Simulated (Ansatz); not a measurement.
Ansatz (an electronic-structure program) input (HF/3-21G): The .json file is the Basis Set Exchange's 3-21G.

Ansatz 0.2 input:
```yaml
crystal:
  periodic: [false, false, false]
  atoms:
    - {symbol: C, position_ang: [0.00000000, 0.00000000, 0.59441787]}
    - {symbol: N, position_ang: [-0.00000000, -0.00000000, -0.52780779]}
    - {symbol: H, position_ang: [0.00000000, 0.00000000, 1.66030194]}
    - {symbol: H, position_ang: [-0.00000000, -0.00000000, -1.53215461]}
basis:
  gaussian:
    orbitals: 3-21G.json
hamiltonian:
  xc: {name: HF}
total_charge: 1
phonons: {temperatures: {t_min: 298.15, t_max: 298.15, t_step: 100}}
```

**Question.** Which harmonic wavenumbers does it give?

**Answer.** 887, 887, 1103, 1103, 2401, 3498, 3773 cm⁻¹ (unscaled; negative means imaginary).
